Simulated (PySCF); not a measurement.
## B: ionisation energy

B [He] 2s2 2p1 (2P) → B⁺ [He] 2s2 (1S), as a difference of total energies. All numbers are calculated (PySCF 2.14, no relativity, point nucleus, in aug-cc-pwCVTZ). Correlated levels: valence and next inner shell: nothing frozen. The calculations carry no spin-orbit coupling.

Task: Order these methods by the ionisation energy they give, lowest first.
A. SCS-MP2 (valence and next inner shell)
B. MP2 (valence and next inner shell)
C. UHF
D. CCSD (valence and next inner shell)

Result: C (8.037 eV), D (8.217 eV), A (8.248 eV), B (8.291 eV).

Errors of the correlated levels include the incompleteness of this basis.

For comparison: 8.297 eV (measured; NIST levels, between the centres of gravity of the two terms).
